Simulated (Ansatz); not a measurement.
**Several solutions for singlet MgO**

```xyz
2

Mg    0.0000    0.0000    0.0000
O     0.0000    0.0000    4.5500
```

Basis set: 6-31G (spherical functions). Charge 0, multiplicity 1.

UHF was run from several starts with Ansatz (development build ahead of 0.2.0).

```csv
run,program,start,converged,energy (hartree),<S²>
A,Ansatz,search for the lowest state,yes,-274.33236,1.00
B,Ansatz,stability test followed,yes,-274.33236,1.00
C,Ansatz,"atomic start, no search",yes,-274.25128,0.00
```

Task: Which runs reached the lowest solution of this kind, and what is wrong with the others?

Result: A, B reached the lowest solution found. Converged but too high: C by 2.21 eV. Convergence only shows a stationary point, and even a stable one can lie too high; stability tests and further starts are what find lower ones. Caution: another spin multiplicity may lie lower. Caution: the unrestricted determinant is a mixture of spin states.
